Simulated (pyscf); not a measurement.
`[OH][B]([OH])[OH]` + `[H]` [doublet] → `[OH2]` + `[OH][B][OH]` [doublet], a substitution at O (doublet surface; B–O broken, H–O formed). Single points on ωB97X-D3(BJ)/def2-SVP structures (PySCF, gas phase). Correlated levels are frozen-core, on RHF or UHF. ΔMP2 is the change of the MP2 total energy from the triple- to the quadruple-zeta basis. Energies in kcal/mol from the separated reactants.

Small-basis levels: PySCF, no dispersion term, spherical d functions. AM1 to PM7: differences of heats of formation from MOPAC, which are fitted to 298 K values and so differ in kind from electronic energies by zero-point and thermal terms. Open shells are spin-unrestricted. 

```json
[
 {"level": "HF/STO-3G", "barrier": "60.2", "reaction energy": "+39.8"},
 {"level": "HF/3-21G", "barrier": "64.0", "reaction energy": "+47.9"},
 {"level": "HF/6-31G*", "barrier": "72.0", "reaction energy": "+38.9"},
 {"level": "SVWN5/6-31G*", "barrier": "?", "reaction energy": "+39.6"},
 {"level": "BP86/6-31G*", "barrier": "32.4", "reaction energy": "+30.6"},
 {"level": "PBE/6-31G*", "barrier": "34.5", "reaction energy": "+34.5"},
 {"level": "B3LYP/LANL2DZ", "barrier": "34.0", "reaction energy": "+31.6"},
 {"level": "B3LYP/6-31G*", "barrier": "40.2", "reaction energy": "+33.7"},
 {"level": "M06-2X/6-31G*", "barrier": "46.3", "reaction energy": "+37.6"},
 {"level": "B3LYP/6-311+G**", "barrier": "?", "reaction energy": "+23.9"},
 {"level": "PM3", "barrier": "0.2", "reaction energy": "+12.6"},
 {"level": "PM6", "barrier": "-2.8", "reaction energy": "+12.2"},
 {"level": "CCSD(T)/def2-TZVPP + ΔMP2(QZVPP)", "barrier": "?", "reaction energy": "+27.4"}
]
```

What belongs in the gaps?


- SVWN5/6-31G*, barrier: 26.1
- B3LYP/6-311+G**, barrier: 30.3
- CCSD(T)/def2-TZVPP + ΔMP2(QZVPP), barrier: 38.2

Against the last row the barrier runs from -41.1 (PM6) to +33.8 kcal/mol (HF/6-31G*); B3LYP/6-31G* happens to lie closest here (2.0 kcal/mol apart). At SVWN5/6-31G*, PM3, PM6 this geometry lies under one side, so the entry may be no barrier of that level: it is a single point on another level's saddle. CCSD(T)/def2-TZVPP + ΔMP2(QZVPP) has limits of its own. This is the saddle that the search found; another between the same sides may lie lower. The angle at the attacked O is 118°. The CCSD(T) − MP2 part came from Ansatz, without density fitting, on the same reference.
